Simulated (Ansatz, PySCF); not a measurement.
Potential energy curve for H2, singlet. Each curve is given relative to its own lowest point near equilibrium.

```
R / Å      A      B      C
-----  -----  -----  -----
0.59    13.0   12.5   14.1
0.65     3.8    2.8    4.5
0.68     1.5    0.7    1.9
0.71     0.2    0.0    0.5
0.72     0.0    0.0    0.2
0.75     0.0    0.8    0.0
0.77     0.4    1.9    0.3
0.80     1.5    4.2    1.2
0.83     3.1    7.1    2.7
0.85     4.4    9.4    3.9
0.93    11.2   20.6   10.2
1.02    20.6   35.8   19.1
1.12    32.1   54.7   30.1
1.23    46.4   74.5   42.5
1.32    62.3   86.0   52.4
1.48    80.3   99.1   69.3
1.68    92.2  107.7   85.6
1.85    97.5  111.3   94.5
2.02   100.5  113.3  100.2
2.22   102.4  114.5  104.2
2.63   104.0  115.4      —
2.99   104.4      —      —
```

Energies in kcal/mol.

Task: Which curve belongs to which method? The methods are unrestricted Hartree-Fock/STO-3G in PySCF; unrestricted B3LYP/6-31G*, spherical d (PySCF); MP2 on UHF/aug-cc-pVQZ, frozen core in Ansatz (a quantum-chemistry and plane-wave program).

Result: A is UMP2; B is UHF/STO-3G; C is UKS-B3LYP/6-31G*.

Dashes: no converged value, or the column stops at the first point that the program doubted or that broke a chosen test of continuity, which isn't proof of a fault.

The unrestricted solution behind UKS-B3LYP/6-31G* changes between 2.22 and 2.63 Å, which can leave a kink. The unrestricted determinant behind UKS-B3LYP/6-31G* is spin-contaminated at 1.68 to 2.22 Å (<S²> up to 0.9, against 0.00 for a pure singlet). The unrestricted determinant behind UMP2 is spin-contaminated at 1.23 to 2.99 Å (<S²> up to 1.0, against 0.00 for a pure singlet). The unrestricted solution behind UHF/STO-3G changes between 2.63 and 2.99 Å, which can leave a kink. The unrestricted determinant behind UHF/STO-3G is spin-contaminated at 1.23 to 2.63 Å (<S²> up to 1.0, against 0.00 for a pure singlet).
